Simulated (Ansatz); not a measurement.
A run of Ansatz (development build ahead of 0.2.0) on doublet O₂(+) at this shape:

```yaml
atoms:
  - { symbol: O, position_ang: [0.0000, 0.0000, 0.0000] }
  - { symbol: O, position_ang: [0.0000, 0.0000, 2.0000] }
```

Its results:

```yaml
Converged: yes
Total_energy: -149.51138 hartree
Spin_squared_of_the_determinant: 0.750
Stability_test: minimum among restricted orbitals
```

Q: Which input gives this output? Name the method, the orbitals and the basis set, and write the input.

A: PBE (restricted open-shell) in pcseg-2.

```yaml
crystal:
  periodic: [false, false, false]
  atoms:
    - { symbol: O, position_ang: [0.0, 0.0, 0.0] }
    - { symbol: O, position_ang: [0.0, 0.0, 2.0] }
basis:
  gaussian: { orbitals: pcseg-2 }
total_charge: 1
magnetization:
  initial_magnetization: 1
hamiltonian:
  xc: pbe
```

Caution: stretched shape with no unrestricted run beside it, a lower state can exist.
